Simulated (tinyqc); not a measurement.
Inside a calculation. Method: Hueckel theory of the pi electrons with the omega technique, for the molecule [CH2]C([CH2])=C (SMILES; centres numbered as the heavy atoms are written). One step of it, computed by the program tinyqc.

Problem. Energy, charges, bond orders. E = sum n x; q_r = z_r - P_rr; bond order p = P_rs; free valence = sqrt(3) - sum of p over the bonds of the atom.

x values: [1.732051, 0.000000, 0.000000, -1.732051]

occupations: [2.000000, 1.000000, 1.000000, 0.000000]

charge and bond-order matrix P, order 1C, 2C, 3C, 4C:
$$\begin{pmatrix}
1.000000 & 0.577350 & 0.000000 & 0.000000 \\
0.577350 & 1.000000 & 0.577350 & 0.577350 \\
0.000000 & 0.577350 & 1.000000 & 0.000000 \\
0.000000 & 0.577350 & 0.000000 & 1.000000
\end{pmatrix}$$

Centres:
```
centre  z_r, pi electrons of the neutral centre         h
1C                                            1  0.000000
2C                                            1  0.000000
3C                                            1  0.000000
4C                                            1  0.000000
```

Bonds:
```
i  j  k
1  2  1
2  3  1
2  4  1
```

Give: pi energy = 4 alpha + this times beta; pi charges; Bond orders and lengths from R = 1.517 - 0.180 p; free valence of the carbons; gap between the highest filled and the next level.

Solution.

pi energy = 4 alpha + this times beta = 3.464

pi charges: 1C 0.000, 2C 0.000, 3C 0.000, 4C 0.000

Bond orders and lengths from R = 1.517 - 0.180 p (angstrom, C-C alone):
```
bond      p      R
1-2   0.577  1.413
2-3   0.577  1.413
2-4   0.577  1.413
```

free valence of the carbons: 1C 1.155, 2C 0.000, 3C 1.155, 4C 1.155

gap between the highest filled and the next level = 1.732 |beta|
